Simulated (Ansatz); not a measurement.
# Property card for Zr₃Cd₂

Level of theory: Ansatz, DFT PBEsol, scalar-relativistic, plane waves, PAW.

Settings: cutoff 420 eV, Γ-centred mesh 8×8×8 on the computed 5-atom cell, Gaussian smearing of 0.10 eV; no spin polarisation.

The structure is relaxed at this level of theory with its symmetry kept. Whether it is the stable form of this composition wasn't checked.

```
CELL_PARAMETERS angstrom
5.50165 0.00000 0.00000
0.00000 5.09074 0.00000
0.00000 0.00000 5.50183
ATOMIC_POSITIONS crystal
Zr 0.00000 0.00000 0.50000
Zr 0.50000 0.00000 0.00000
Zr 0.00000 0.00000 0.00000
Cd 0.50000 0.50000 0.50000
Cd 0.50000 0.00000 0.50000
```

* Space group: P4/mmm (No. 123)
* Volume per atom: 30.82 Å³
* Formation energy from the elements' standard states (uncorrected): +1.201 eV/atom
* Kohn–Sham band gap: none (metal)
* Density of states at the Fermi level: 4.75 states/eV per cell
* Löwdin character within 0.5 eV of the Fermi level: Zr 4d 74 %, Zr 5s 10 %, unprojected 14 %
* Bulk modulus: 47 GPa
* Its pressure derivative: 4.8
* Bader charges (e): Zr (2 in the cell) 0.55, Zr (1 in the cell) 0.03, Cd (1 in the cell) -0.08, Cd (1 in the cell) -1.06